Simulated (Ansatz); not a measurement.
**Band gap of some tetrahedrally bonded semiconductors and semimetals**

Method: PBE-D4 in Ansatz (PAW). References are measured gaps from which a computed or estimated zero-point shift was taken out, by their sources or here, so that they lie as a rule above the printed measurements. The table is a random draw of 8 from 12 solids with such references.

Values in eV.

```
solid                                      reference  PBE-D4  error (eV)
----------------------------------  ----------------  ------  ----------
zinc-blende AlP                                 2.54    1.57       -0.97
zinc-blende InP                                 1.47    0.63       -0.84
zinc-blende ZnS                                 3.94    2.18       -1.76
wurtzite GaN                                    3.68    1.92       -1.76
wurtzite ZnO                                     3.6    0.78       -2.82
wurtzite CdS                                   2.64¶    1.20       -1.44
zinc-blende GaN (metastable phase)              3.48    1.74       -1.74
zinc-blende BP                      2.2¶ (2.20–2.50)    1.21       -0.99
```

Over these 8 solids the mean error is -1.54 eV, the mean absolute error 1.54 eV (median 1.59 eV), and the worst case wurtzite ZnO at -2.82 eV; the value is below the reference in 8 of 8 cases. Over all 12, from unrounded values, the mean error is -1.44 eV and the mean absolute error 1.44 eV (median 1.31 eV).

¶ marks references of a special kind: wurtzite CdS, 2.64 eV (measured, zero-point renormalisation of 0.068 eV removed from the gap extrapolated to 0 K (as printed); as tabulated in X. Ren, F. Merz, H. Jiang et al., All-electron periodic G0W0 implementation …); zinc-blende BP, 2.2 eV (measured, zero-point renormalisation of 0.106 eV removed from the gap extrapolated to 0 K (as printed); the shift is computed, second of two values printed, our sources range from 2.20 to 2.50; as tabulated in X. Ren, F. Merz, H. Jiang et al., All-electron periodic G0W0 implementation …).

Brackets give the range of the sources taken for a reference, where it is wide; it can hold other temperatures.

Differences are worked out from the printed values.

Density-functional gaps are differences of (generalised) Kohn–Sham levels of a static lattice; semilocal ones lie below quasiparticle gaps as a rule. Measured gaps hold zero-point and thermal shifts unless a correction is named.

Levels without +SOC have no spin–orbit coupling; where heavier elements are present it shifts gaps, mostly down, and can invert bands. Each level is taken at its own relaxed cell. Ansatz's density-functional and Hartree–Fock values are scalar-relativistic unless marked +SOC, with PAW data made under PBE.

Ansatz's runs of these crystals have no spin polarisation.

Not in this set, of the tetrahedrally bonded semiconductors and semimetals with a reference value in our tables and a result at some level: 15 for a reference of another kind, counted apart; 8 for spin–orbit coupling left out; 1 for sources at odds; 1 for a measured value of zero; 1 for a high-temperature or high-pressure phase. These can be a level's best or worst cases. At least 6 more with a reference value are held back for tests. Solids without a released value at any level aren't counted. Without +SOC, gaps count where the solid holds none of Ge, As, Se, Br, Sn, Sb, Te, I or the elements past barium, or holds Ge, As, Se or Br with a gap over 4 eV. Layered and molecular crystals are counted apart. The metals Ce to Yb are counted apart.

References as tabulated in, or derived from, Chen et al. (2018), doi:10.1103/physrevmaterials.2.073803; X. Ren, F. Merz, H. Jiang et al., All-electron periodic G0W0 implementation …; Vurgaftman et al. (2001), doi:10.1063/1.1368156.

Ansatz is a program for electronic structure.
